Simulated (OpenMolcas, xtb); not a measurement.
**A ladder of methods for CH4FSi (SMILES C[SiH]F)**

The species is CH4FSi (7 atoms), meant as a doublet with charge 0. As SMILES, `C[SiH]F`. Geometry: relaxed at PBE0-D4/def2-TZVP.

Quantity: the vertical energy of the quartet above the doublet, in eV. The values are calculated.

```tsv
level	kind	program	value (eV)	CPU time (all runs)
GFN0-xTB	semi-empirical	xtb	6.00	under 2 s
UHF/aug-cc-pVDZ	Hartree–Fock	OpenMolcas	7.93	48 s
USVWN5/aug-cc-pVDZ	LDA	OpenMolcas	7.10	1.9 min
U-revPBE/aug-cc-pVDZ	GGA	OpenMolcas	7.11	3 min
U-r2SCAN/aug-cc-pVDZ	meta-GGA	OpenMolcas	7.34	4.5 min
UB3LYP/aug-cc-pVDZ	global hybrid	OpenMolcas	7.55	3.1 min
UBHLYP/aug-cc-pVDZ	global hybrid	OpenMolcas	7.94	3.3 min
```

The values span 6.00 to 7.94 eV. The xTB rows lack spin polarisation, so open shells miss the exchange term that lowers them. Times are those of the runs behind each value, whatever else they computed, on shared processors of several kinds: orders of magnitude only.
